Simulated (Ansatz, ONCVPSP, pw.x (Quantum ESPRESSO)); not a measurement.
**What a changed setting does to a pw.x run (bcc W)**

Potential: optimised norm-conserving Vanderbilt (ONCV), ONCVPSP 4.0.1.1 (patched build), PBE; core [Kr] 4d10 4f14, reference 5s2 5p6 5d4 6s2; waves: 5s+6s: rc 1.90 bohr, ncon 4, nbas 9, qcut 5.6 1/bohr, 2 projectors; 5p: rc 1.60 bohr, ncon 4, nbas 8, qcut 7.9 1/bohr, 2 projectors, debl 1.7 Ha; 5d: rc 2.20 bohr, ncon 4, nbas 8, qcut 7.4 1/bohr, 2 projectors, debl 2.7 Ha; local part: polynomial inside 1.25 bohr (lpopt 5, dvloc0 -1 Ha); core correction: Teter function, fcfact 1.75, rcfact 1.25.

The reference run (k-mesh 14³, cutoffs 65/260 Ry, Fermi–Dirac 0.01 Ry, mixing_beta 0.4, conv_thr 1e-9, no spin) gives -3.37 GPa at 16.130 Å³/atom, where all-electron LAPW gives 0.30 GPa. This run, with its own iteration cap, changes k-mesh points per axis to 2.

```
&control
  calculation='scf', prefix='x', pseudo_dir='./', outdir='./tmp', tstress=.true., disk_io='none'
/
&system
  ibrav=0, nat=1, ntyp=1, ecutwfc=65, ecutrho=260, nbnd=15,
  occupations='smearing', smearing='fd', degauss=0.01
/
&electrons
  conv_thr=1e-09, mixing_beta=0.4, electron_maxstep=50
/
ATOMIC_SPECIES
W 1.0 W.UPF
CELL_PARAMETERS angstrom
  -1.59168867 1.59168867 1.59168867
  1.59168867 -1.59168867 1.59168867
  1.59168867 1.59168867 -1.59168867
ATOMIC_POSITIONS crystal
W 0.0000 0.0000 0.0000
K_POINTS automatic
2 2 2 0 0 0
```

```bash
pw.x < W.scf.in > W.scf.out
```

Q: How does the run end?

A: It converges in 9 iterations; the free energy moves by +721.7 meV/atom and the pressure by +12.68 GPa.

```
Message from routine setup:
     using ibrav=0 with symmetry is DISCOURAGED, use correct ibrav instead
     lattice parameter (alat)  =       5.2098  a.u.
     unit-cell volume          =     108.8506 (a.u.)^3
     number of electrons       =        14.00
     number of Kohn-Sham states=           15
     kinetic-energy cutoff     =      65.0000  Ry
     charge density cutoff     =     260.0000  Ry
     scf convergence threshold =      1.0E-09
     Exchange-correlation= PBE
     number of k points=     3  Fermi-Dirac smearing, width (Ry)=  0.0100
     iteration #  1     ecut=    65.00 Ry     beta= 0.40
     total energy              =    -140.49614035 Ry
     estimated scf accuracy    <       0.08983953 Ry
     iteration #  2     ecut=    65.00 Ry     beta= 0.40
     total energy              =    -140.49404194 Ry
     estimated scf accuracy    <       0.01956661 Ry
     iteration #  3     ecut=    65.00 Ry     beta= 0.40
     total energy              =    -140.49624436 Ry
     estimated scf accuracy    <       0.00100382 Ry
     iteration #  4     ecut=    65.00 Ry     beta= 0.40
     total energy              =    -140.49631918 Ry
     estimated scf accuracy    <       0.00006635 Ry
     iteration #  5     ecut=    65.00 Ry     beta= 0.40
     total energy              =    -140.49633544 Ry
     estimated scf accuracy    <       0.00000247 Ry
     iteration #  6     ecut=    65.00 Ry     beta= 0.40
     total energy              =    -140.49633584 Ry
     estimated scf accuracy    <       0.00000008 Ry
     iteration #  7     ecut=    65.00 Ry     beta= 0.40
     total energy              =    -140.49633585 Ry
     estimated scf accuracy    <       0.00000002 Ry
     iteration #  8     ecut=    65.00 Ry     beta= 0.40
     total energy              =    -140.49633586 Ry
     estimated scf accuracy    <          3.7E-09 Ry
     iteration #  9     ecut=    65.00 Ry     beta= 0.40
     the Fermi energy is    23.1452 ev
!    total energy              =    -140.49633586 Ry
     estimated scf accuracy    <          5.5E-12 Ry
     smearing contrib. (-TS)   =      -0.00189432 Ry
     The total energy is F=E-TS. E is the sum of the following terms:
     one-electron contribution =     -18.79883616 Ry
     hartree contribution      =      16.29576231 Ry
     xc contribution           =     -19.42022660 Ry
     ewald contribution        =    -118.57114109 Ry
     convergence has been achieved in   9 iterations
          total   stress  (Ry/bohr**3)                   (kbar)     P=       93.14
     Message from routine punch:
     Nothing written, as per user request (disk_io='none')
```

The run took about 0.8 s on one core of a shared host (Neoverse-V2, 96 threads, 742 GiB, load 31).
